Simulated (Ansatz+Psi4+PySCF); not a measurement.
doublet NH₃(+): levels of theory in one basis

```yaml
atoms:
  - { symbol: N, position_ang: [0.3000, 0.3000, 0.3000] }
  - { symbol: H, position_ang: [-0.0008, 0.4582, -0.6617] }
  - { symbol: H, position_ang: [0.1530, -0.6097, 0.7373] }
  - { symbol: H, position_ang: [0.7478, 1.0515, 0.8244] }
```

Basis set: cc-pVTZ (spherical functions). Frozen core: 1 orbital. Correlation on ROHF uses semicanonical orbitals with singles. Charge 1, multiplicity 2.

Computed with Ansatz (development build ahead of 0.2.0); each method stands on the lowest determinant of its kind that the runs found.

```json
{"method": "ROHF", "E − E(ROHF) (eV)": "0.00", "<S²> of the determinant": "0.75"}
{"method": "UHF", "E − E(ROHF) (eV)": "-0.15", "<S²> of the determinant": "0.76"}
{"method": "ROHF-MP2", "E − E(ROHF) (eV)": "-5.02", "<S²> of the determinant": "–"}
{"method": "UHF-MP2", "E − E(ROHF) (eV)": "-5.01", "<S²> of the determinant": "0.76"}
{"method": "ROHF-CCSD", "E − E(ROHF) (eV)": "-5.52", "<S²> of the determinant": "–"}
{"method": "UHF-CCSD", "E − E(ROHF) (eV)": "-5.52", "<S²> of the determinant": "0.76"}
{"method": "ROHF-CCSD(T)", "E − E(ROHF) (eV)": "-5.65", "<S²> of the determinant": "–"}
{"method": "UHF-CCSD(T)", "E − E(ROHF) (eV)": "-5.65", "<S²> of the determinant": "0.76"}
```

Q: Is a single determinant a sound starting point here?

A: By this sign, yes. Unrestricted orbitals gain 0.15 eV and <S²> is 0.76 against 0.75 for a pure state.
